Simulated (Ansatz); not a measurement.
CH$_{5}$, doublet: at the start structure of a reaction step.

in.yaml

```yaml
crystal:
  periodic: [false, false, false]
  atoms:
    - {symbol: H, position_ang: [0.347142, 0.022971, -0.232832]}
    - {symbol: C, position_ang: [-0.556413, -0.037464, 0.373237]}
    - {symbol: H, position_ang: [2.782059, 0.187411, -1.866017]}
    - {symbol: H, position_ang: [-0.876991, 0.966953, 0.648434]}
    - {symbol: H, position_ang: [-1.344872, -0.526681, -0.198038]}
    - {symbol: H, position_ang: [-0.350825, -0.613091, 1.275315]}
basis:
  gaussian: {orbitals: def2-TZVPP}
magnetization: {spin_polarized: true, initial_magnetization: 1}
hamiltonian: {xc: r2scan, dispersion: d4}
```

Run by:

```bash
ansatz run in.yaml --threads 2 --pin off --events-out ev --progress --plain --max-ram 4352MiB
```

The run's output (Ansatz 0.2.0):

```
Functional definition: r2SCAN
  name "r2SCAN"
  cite "Furness, Kaplan, Ning, Perdew & Sun, J. Phys. Chem. Lett. 11, 8208 (2020) doi:10.1021/acs.jpclett.0c02405"
  cite "Furness, Kaplan, Ning, Perdew & Sun, J. Phys. Chem. Lett. 11, 9248 (2020) doi:10.1021/acs.jpclett.0c03077"
  parent r2scan
  parameter k0 = 0.174
  parameter k1 = 0.065
  parameter a1 = 4.9479
  exchange = r2scan_x(k0 = k0, k1 = k1, a1 = a1)
  correlation = r2scan_c
475 factors; their error is unknown
mean field evaluation 1: about -1109.5660 eV, gradient 3.7e1 eV
mean field evaluation 2: about -1106.5944 eV, gradient 4.1e1 eV
mean field evaluation 4: about -1115.7020 eV, gradient 1.2e-1 eV
mean field evaluation 8: about -1115.6929 eV, gradient 2.4e-1 eV
mean field -1115.69306792 eV, -41.0009640020 hartree, gradient 5.6e-5 eV, S^2 0.750032; 0 other end points of the search recorded, 0 dependent functions left out
reference -1115.69308143 eV, -41.0009644985 hartree; 6, 5 occupied and 95, 96 virtual orbitals, 475 factors
Total energy: -1115.70095862 eV, -41.0012539801 hartree
```

The lines “mean field evaluation” count trial sets of orbitals through the whole run, from several starts and some on an approximate energy, so they need not fall steadily or lie above the final value.

The run took about 1.9 s on 2 CPU threads of an AMD EPYC 7R43 (shared host).
